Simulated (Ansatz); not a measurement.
```yaml
crystal:
  periodic: [false, false, false]
  atoms:
    - {symbol: N, position_ang: [-1.928064, -0.430561, -0.002849]}
    - {symbol: Si, position_ang: [-0.606213, 0.442139, 0.002855]}
    - {symbol: Si, position_ang: [1.576231, -0.295109, -0.001874]}
    - {symbol: H, position_ang: [-0.235766, 1.886345, 0.012246]}
basis:
  gaussian: {orbitals: def2-TZVP}
magnetization: {spin_polarized: true, initial_magnetization: 2}
hamiltonian: {xc: pbe0}
relax: {f_tol: 0.004, max_steps: 80}
```

```sh
$ ansatz run in.yaml --threads 1 --pin off --events-out ev --progress --plain --max-ram 2176MiB
```

Steps of the relaxation (energy above the last step; positions in Å, forces in eV/Å):

```
4
step 1, 3091.3 meV
N    -1.928   -0.431   -0.003   -2.287   -1.157   -0.008
Si   -0.606    0.442    0.003    2.680    0.917    0.006
Si    1.576   -0.295   -0.002    0.069   -0.188   -0.001
H    -0.236    1.886    0.012   -0.462    0.428    0.003
```

```
4
step 2, 2942.4 meV
N    -1.908   -0.422   -0.003   -1.288   -0.649   -0.004
Si   -0.556    0.456    0.003    1.707    0.887    0.006
Si    1.602   -0.382   -0.002   -0.019   -0.142   -0.001
H    -0.332    1.951    0.013   -0.401   -0.096   -0.001
```

```
4
step 3, 2834.5 meV
N    -1.852   -0.393   -0.003    0.009   -0.056    0.000
Si   -0.456    0.502    0.003    0.149    0.503    0.003
Si    1.628   -0.529   -0.003   -0.143    0.007    0.000
H    -0.514    2.023    0.013   -0.014   -0.454   -0.003
```

```
4
step 9, 1841.1 meV
N    -0.964   -0.646   -0.004    0.690   -0.695   -0.004
Si   -0.407    0.876    0.006    0.867    0.435    0.003
Si    0.956   -0.936   -0.006   -1.217    0.217    0.001
H    -0.778    2.309    0.015   -0.340    0.042    0.000
```

```
4
step 11, 1285.8 meV
N    -0.777   -0.517   -0.003    0.608   -2.839   -0.018
Si   -0.177    1.015    0.007    0.237    3.165    0.021
Si    0.770   -1.122   -0.007   -0.904   -0.505   -0.003
H    -1.010    2.228    0.014    0.059    0.180    0.001
```

```
4
step 14, 421.1 meV
N    -0.437   -0.384   -0.003    2.102    0.345    0.002
Si   -0.114    1.317    0.009   -1.062   -0.941   -0.006
Si    0.649   -1.640   -0.011   -1.479    1.055    0.007
H    -1.292    2.311    0.015    0.439   -0.459   -0.003
```

```
4
step 20, 0.0 meV
N     0.028   -0.193   -0.001    0.000    0.001    0.000
Si   -0.067    1.463    0.010    0.000    0.000    0.000
Si    0.264   -1.769   -0.012    0.000    0.000    0.000
H    -1.419    2.103    0.014    0.000    0.000    0.000
```

Close pairs at the end: Si2–H4 1.496 Å, N1–Si3 1.593 Å, N1–Si2 1.659 Å.

A stationary point of unrestricted PBE0 after 20 steps, with ⟨S²⟩ = 2.022 against 2.00 for a pure state; no frequencies were run, so it isn't proven a minimum. 51 s on 1 thread of AMD EPYC 9R45, shared host.
